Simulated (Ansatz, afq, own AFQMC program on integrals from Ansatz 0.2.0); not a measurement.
AFQMC on a folder of integrals that Ansatz 0.2.0 wrote.

```yaml
crystal:
  periodic: [false, false, false]
  atoms:
    - {symbol: F, position_ang: [0.000000, 0.000000, 0.000000]}
    - {symbol: P, position_ang: [0.000000, 0.000000, 1.417000]}
basis:
  gaussian: {orbitals: cc-pVDZ}
magnetization: {spin_polarized: true, initial_magnetization: 2}
correlation: {method: ccsd_t, electrons: outside_noble_gas, hamiltonian_folder: ham}
```

```sh
$ ansatz run in.yaml --threads 1 --pin off --events-out ev --progress --plain --max-ram 1382MiB
```

Options of the walk:

```
--method phaseless --trial cisd --walkers 60 --populations 1 --least-time 40 --time-step 0.005 --steps-per-block 50 --equilibration-blocks 28 --max-blocks 300 --target-error 0.00042 --factor-cut 1e-05 --start spin_pure --seed 6686 --release-times 0.24,0.51,0.99,1.62,2.4 --release-step 0.03 --release-every 4 --taylor-order 6
```

Times are imaginary, in 1/Eh. The walk had a cap of 514 s.

Output of the walk:

```
orbitals 26  electrons 7 5  factors 183 of 321
reference energy -440.12456470 Eh
CCSD correlation -0.27349408 Eh in 11 cycles, weight of the determinant in the CISD state 0.9134
energy of the start -440.396661 Eh
 block  time / (1/Eh)  mean weight  energy / Eh
     1     0.250  0.9981  -440.395363
     2     0.500  1.0007  -440.396599
     3     0.750  0.9982  -440.397666
     4     1.000  1.0031  -440.397770
     5     1.250  0.9989  -440.401908
     8     2.000  1.0000  -440.396927
    13     3.250  0.9991  -440.403055
    25     6.250  1.0014  -440.402652
    33     8.250  1.0008  -440.396893
    37     9.250  0.9999  -440.400432
    49    12.250  0.9983  -440.403519
    61    15.250  0.9977  -440.399486
    73    18.250  0.9995  -440.398886
    85    21.250  1.0009  -440.410612
    89    22.250  0.9991  -440.416185
    97    24.250  1.0012  -440.399984
   109    27.250  1.0023  -440.400210
   121    30.250  1.0029  -440.400955
   133    33.250  0.9992  -440.408180
   145    36.250  0.9998  -440.398855
   157    39.250  1.0019  -440.403278
   169    42.250  1.0005  -440.403861
   181    45.250  0.9975  -440.399579
   185    46.250  0.9987  -440.400655
blocks merged  error / Eh  count
     1  0.000279  160
     2  0.000301  80
     4  0.000315  40
     8  0.000359  20
    16  0.000331  10
released: time / (1/Eh)  energy / Eh  error  mean overlap
  0.24  -440.402778  0.000440  1.0121
  0.51  -440.402694  0.000325  1.0286
  0.99  -440.403743  0.000516  1.0058
  1.62  -440.403382  0.000527  1.0009
  2.40  -440.404470  0.000765  0.9735
energy -440.402921 +/- 0.000359 Eh
(rows thinned)
```

The run passed its tests (sampling time, drift between the halves within three errors, error under three times the target), which doesn't prove that it has relaxed. The second half of the sampling lies above the first by 2.0 errors of their difference, so the energy may still be moving and its error bar be too small.

Against this walk (error 9.8 meV) on the same determinant: CCSD(T) 5.4 meV higher (within the noise), CCSDT(Q) 18.6 meV lower (within the noise). The error is statistical and leaves out the bias of the constraint. Released to 1.62 1/Eh the energy moves by -13 ± 17 meV (both errors), within twice the noise.

Cautions: constraint bias not in the error; lower spins were not checked.

The walk took 2 min on 1 thread of Intel(R) Xeon(R) 6975P-C (Granite Rapids), on a shared host. The log's last line is the phaseless energy.

CCSDT and higher add their correlation energy to the determinant of the CCSD(T) run, since their own runs factorise the integrals more tightly (a shift of under 2 meV). A walk keeps the symmetry of its determinant, which the program's search chose and which needn't be the lowest solution, so a lower state of the same spin and another symmetry isn't excluded.
